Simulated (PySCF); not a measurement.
ethylene (C2H4), SMILES C=C.

Geometry: B3LYP-D3(BJ)/def2-TZVP.

Calculation: B3LYP-D3(BJ)/def2-TZVP (PySCF 2.14.0).

Frequencies are harmonic and unscaled.

```
mode  ν (cm⁻¹)  IR (km/mol)  moving atoms (share of kinetic energy)
----  --------  -----------  --------------------------------------
1          837          0.2                                  H 96 %
2          978        102.5                          H 86 %, C 14 %
3          983          0.0                          H 63 %, C 37 %
4         1063          0.0                                 H 100 %
5         1247          0.0                          H 63 %, C 37 %
6         1384          0.0                          H 81 %, C 19 %
7         1479          9.3                          H 90 %, C 10 %
8         1693          0.0                          C 74 %, H 26 %
9         3131         17.3                                  H 96 %
10        3144          0.0                                  H 93 %
11        3200          0.0                          H 90 %, C 10 %
12        3228         21.4                          H 89 %, C 11 %
```
